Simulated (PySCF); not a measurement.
Atoms are numbered as in `[cH:1]1[cH:2][cH:3][p:4][cH:5][cH:6]1` (H(Xn): hydrogen on atom n).

GIAO PBE0/pcSseg-1 shifts (PySCF 2.14.0 with density-fitted response routines, gas phase, non-relativistic, equivalent atoms averaged), each against references optimised in the same way as the molecule (TMS, H3PO4).

On the GFN2-xTB geometry: C3/C5 165.7, C2/C6 138.6, C1 133.8, P4 234.5, H(C3)/H(C5) 9.28, H(C2)/H(C6) 8.21, H(C1) 7.79 ppm.

Q: What changes on the GFN2-xTB geometry?

A: 
```csv
atoms,δ (ppm),change
C3/C5,165.7,+0.0
C2/C6,138.6,+0.0
C1,133.8,+0.0
P4,234.5,+0.0
H(C3)/H(C5),9.28,+0.00
H(C2)/H(C6),8.21,+0.00
H(C1),7.79,+0.00
```

Bonds between heavy atoms that differ most (equivalent bonds averaged): C3–P4 1.734 → 1.734 Å. Mean change of bonds to hydrogen: C–H +0.000 Å.
